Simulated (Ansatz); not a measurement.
This geometry of BH3 + ClH (6 atoms, charge 0, multiplicity 1) is a first-order saddle point.

Method: Ansatz, RKS B3LYP-D4/def2-SVPD.

```xyz
6
Properties=species:S:1:pos:R:3
B 0.009 -0.128 0.101
H -0.002 0.252 1.314
H 1.069 0.070 -0.410
H -1.065 -0.004 -0.405
Cl 0.082 -2.222 0.709
H 0.036 -0.891 1.381
```

Question: Which two structures does it join? (They come from a converged band through this point; their orientation in space is the band's.)

Answer: Bonds broken: B1–H2, Cl5–H6. Bonds formed: B1–Cl5, H2–H6. BH3 + ClH becomes BClH2 + H2.

Initial state:

```xyz
6
Properties=species:S:1:pos:R:3
B -0.001 0.234 -0.036
H -0.005 0.689 1.078
H 1.037 0.150 -0.635
H -1.042 0.079 -0.615
Cl 0.094 -2.187 0.820
H 0.045 -1.888 2.077
```

Final state:

```xyz
6
Properties=species:S:1:pos:R:3
B 0.025 -0.581 -0.482
H 0.027 0.387 2.238
H 1.047 0.040 -0.501
H -1.062 -0.082 -0.493
Cl 0.126 -2.333 -0.462
H -0.036 -0.355 2.389
```

Question: How far does it lie above each of them?

Answer: 8.6 kcal/mol above the first and 23.5 kcal/mol above the second. This is the barrier of this one path; another mechanism may lie lower. The orbitals stay closed-shell, which can raise the energy where a bond breaks towards radicals; this wasn't checked here.

Time of the run: 53 s on 1 thread of Intel(R) Xeon(R) 6975P-C (Granite Rapids) (shared host), peak memory 0.15 GiB.
